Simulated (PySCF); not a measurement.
Stepwise substitution at one centre (B Cl-H). Isolated molecules, 0 K electronic values unless said otherwise. Strings in code marks are SMILES.

Method: PBE-D3(BJ)/def2-TZVP // r2SCAN-D4/def2-TZVP (PySCF). Excitations are Tamm–Dancoff values on a coarser integration grid. The basis has no diffuse functions, so Rydberg states are missing or too high.

```json
[
 {"species": "0 of 3 Cl replaced by H (`ClB(Cl)Cl`)", "S1–T1 gap (TDA) (eV)": "0.19", "S1 excitation (TDA) (eV)": "?"},
 {"species": "1 of 3 Cl replaced by H (`B(Cl)Cl`)", "S1–T1 gap (TDA) (eV)": "0.38", "S1 excitation (TDA) (eV)": "5.27"},
 {"species": "2 of 3 Cl replaced by H (`BCl`)", "S1–T1 gap (TDA) (eV)": "0.41", "S1 excitation (TDA) (eV)": "4.56"},
 {"species": "3 of 3 Cl replaced by H (`B`)", "S1–T1 gap (TDA) (eV)": "–", "S1 excitation (TDA) (eV)": "–"}
]
```

Problem. Some entries are withheld; supply them.

Solution. 
- 0 of 3 Cl replaced by H (`ClB(Cl)Cl`), S1 excitation (TDA) (eV): 5.11
